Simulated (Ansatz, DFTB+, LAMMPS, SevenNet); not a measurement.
# How well does each level of theory give the cohesive energy of fcc Pd?

Reference value: 3.93 eV/atom (measured, static lattice: zero-point vibration energy added; as tabulated in Mejia-Rodriguez and Trickey (2018), arXiv:1807.09216).

```csv
level (code),value (eV/atom),cell (Å³/atom)
MEAM library.meam-Pd (LAMMPS),3.91,14.72
GFN1-xTB as cut by DFTB+,2.94,15.91
SevenNet-l3i5,3.62,15.46
LDA (Ansatz),[?],14.15
PBE (Ansatz),[?],15.33
r²SCAN (Ansatz),[?],14.93
B3LYP (VWN-RPA form) (Ansatz),2.47,15.86
HSE06 (Ansatz),2.94,14.93
PBE0 (Ansatz),2.89,14.96
r²SCAN0 (Ansatz),3.14,14.77
r²SCANh (Ansatz),3.69,14.87
Hartree–Fock (Ansatz),0.06,29.01
```

Task: Fill in the missing entries.

Result: 
- LDA (Ansatz, an electronic-structure program), value (eV/atom): 5.06
- PBE (Ansatz), value (eV/atom): 3.71
- r²SCAN (Ansatz), value (eV/atom): 4.09

Errors against the reference: MEAM library.meam-Pd -0.02 eV/atom, GFN1-xTB as cut by DFTB+ -0.99 eV/atom, SevenNet-l3i5 -0.31 eV/atom, LDA +1.13 eV/atom, PBE -0.22 eV/atom, r²SCAN +0.16 eV/atom, B3LYP (VWN-RPA form) -1.46 eV/atom, HSE06 -0.99 eV/atom, PBE0 -1.04 eV/atom, r²SCAN0 -0.79 eV/atom, r²SCANh -0.24 eV/atom, Hartree–Fock -3.87 eV/atom.

Leaving aside GFN1-xTB as cut by DFTB+ (doubt noted below), SevenNet-l3i5 (doubt noted below), B3LYP (VWN-RPA form) (doubt noted below), HSE06 (doubt noted below), PBE0 (doubt noted below), r²SCAN0 (doubt noted below), r²SCANh (doubt noted below), Hartree–Fock (doubt noted below): Closest of the ranked levels: MEAM library.meam-Pd (-0.02 eV/atom). Farthest off among them: LDA (+1.13 eV/atom). Of the ranked levels only MEAM library.meam-Pd lands within 0.1 eV/atom.

Free atoms are spin-polarised, in the lowest state found; at levels without +SOC their spin–orbit coupling is left out.  GFN1-xTB as cut by DFTB+: the free atoms are run in the same model without spin. GFN1-xTB as cut by DFTB+: the method was fitted mainly to molecules. GFN1-xTB as cut by DFTB+: codes differ in how they cut the long-range tail of xTB's charge interaction in a crystal, so the value belongs to this code. SevenNet-l3i5: free atoms can lie outside what these potentials were trained on. B3LYP (VWN-RPA form), HSE06, PBE0, r²SCAN0, r²SCANh, Hartree–Fock: the free atom's electronic state is in doubt. Hartree–Fock: the cell is over a tenth larger than the published one: the level's own overestimate first of all, though another phase or state, or a fault of the published cell, is possible. Each level is taken at its own relaxed cell. Cutoffs and k meshes differ between the levels. Ansatz's density-functional and Hartree–Fock values are scalar-relativistic unless marked +SOC, with PAW data made under PBE.

Empirical potentials (MEAM library.meam-Pd) are fitted to chosen data: where that held the value shown, agreement is built in, and what lay outside the fit can be far off. Machine-learned potentials (SevenNet-l3i5) are trained on DFT data: a solid inside that data is no test of them.

Differences are worked out from the printed values.
